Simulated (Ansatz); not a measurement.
Process, species as SMILES: OO (H2O2) → H2O2+ (doublet, bonded as OO) + e-
B3LYP-D3(BJ)/def2-TZVP geometries, fixed; electronic energies without zero-point terms.
Largest species:
```
O
H 1 0.9680
O 1 1.4504 2 100.54
H 3 0.9680 1 100.54 2 115.91
```
Charge 0, spin multiplicity 1.

Basis-set convergence of the adiabatic ionisation energy at B2PLYP with Ansatz (an electronic-structure program). Cartesian d functions, on some or all atoms, in 6-31G*, 6-31+G*; all else is spherical. Cores are frozen. Open shells are unrestricted. No added dispersion term, no relativity. Functions are those of the species that has most. Reference: the value in aug-pcseg-3, 10.468 eV, itself unsure by roughly 0.004 eV (its mean distance from aug-cc-pVQZ, cc-pV5Z, def2-QZVPPD). Deviations are taken from unrounded values.

```csv
basis,functions,adiabatic ionisation energy (eV)
6-31G*,34,10.065
6-31+G*,42,10.388
cc-pVDZ,38,10.005
aug-cc-pVDZ,64,10.428
def2-SVP,38,10.081
def2-SVPD,62,10.495
pcseg-1,38,10.385
aug-pcseg-1,64,10.519
6-311G**,48,10.202
6-311+G**,56,10.444
def2-TZVP,74,10.361
def2-TZVPD,98,10.435
cc-pVTZ,88,10.323
aug-cc-pVTZ,138,10.472
pcseg-2,88,10.447
aug-pcseg-2,138,10.468
def2-TZVPP,90,10.392
def2-TZVPPD,114,10.451
cc-pVQZ,170,10.416
aug-cc-pVQZ,252,10.475
def2-QZVPP,174,10.448
def2-QZVPPD,198,10.466
pcseg-3,186,10.464
aug-pcseg-3,268,10.468
```

What the diffuse functions change, pair by pair:
- 6-31G* to 6-31+G*: 8 more functions, deviation -0.403 to -0.080 eV
- cc-pVDZ to aug-cc-pVDZ: 26 more functions, deviation -0.463 to -0.040 eV
- def2-SVP to def2-SVPD: 24 more functions, deviation -0.387 to 0.027 eV
- pcseg-1 to aug-pcseg-1: 26 more functions, deviation -0.083 to 0.051 eV
- 6-311G** to 6-311+G**: 8 more functions, deviation -0.266 to -0.024 eV
- def2-TZVP to def2-TZVPD: 24 more functions, deviation -0.107 to -0.033 eV
- cc-pVTZ to aug-cc-pVTZ: 50 more functions, deviation -0.145 to 0.003 eV
- pcseg-2 to aug-pcseg-2: 50 more functions, deviation -0.021 to 0.000 eV
- def2-TZVPP to def2-TZVPPD: 24 more functions, deviation -0.076 to -0.017 eV
- cc-pVQZ to aug-cc-pVQZ: 82 more functions, deviation -0.052 to 0.007 eV
- def2-QZVPP to def2-QZVPPD: 24 more functions, deviation -0.020 to -0.002 eV
- pcseg-3 to aug-pcseg-3: 82 more functions, deviation -0.004 to 0.000 eV

Leaving out the reference's own pair, they bring the value nearer the reference by more than 0.004 eV in 11 of 11 pairs.
